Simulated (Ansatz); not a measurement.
Several settings on one geometry of [BClH3]- (BH3Cl⁻) (that of the charge -1 singlet, PBE0-D4/def2-TZVPD). Ansatz on 4 threads of Arm Neoverse V1 on a shared host; times are rough.

```xyz
5

B    -0.001    0.002   -0.179
Cl    0.014   -0.022    1.779
H     1.164    0.012   -0.543
H    -0.593    1.016   -0.517
H    -0.584   -1.008   -0.542
```

Totals from different functionals, basis sets or treatments of relativity can't be compared as stabilities.

DK, ANO-RCC and x2c sets are all-electron and run with scalar relativity unless a key says otherwise.

The spins typed aren't always the lowest for that charge.

(1) Give the basis size and estimate the energy, ⟨S²⟩ and time of these runs.

```tsv
run	method	charge	state	further keys
1	RHF/def2-mTZVPP	-1	singlet	scf: {lower_state_search: full}; forces asked
2	UKS ωB97M-V/cc-pVDZ	0	doublet	fitting: {mean_field: cc-pVTZ-jkfit}; accuracy: high; scf: {omitted_lower_state_checks: [starts]}
3	RKS ωB97X-V/cc-pVTZ-DK	-1	singlet	fitting: {mean_field: cc-pVTZ-jkfit}; forces asked
```

Results:

(1) 
```csv
run,functions,energy (Eh),⟨S²⟩,wall time
1,61,-485.9911,–,0.25 s
2,47,-486.7120,0.75,14 s
3,106,-488.3057,–,1.5 s
```

The highest occupied level of an anion often lies above zero with these methods, and sets without diffuse functions describe the outer electron poorly.
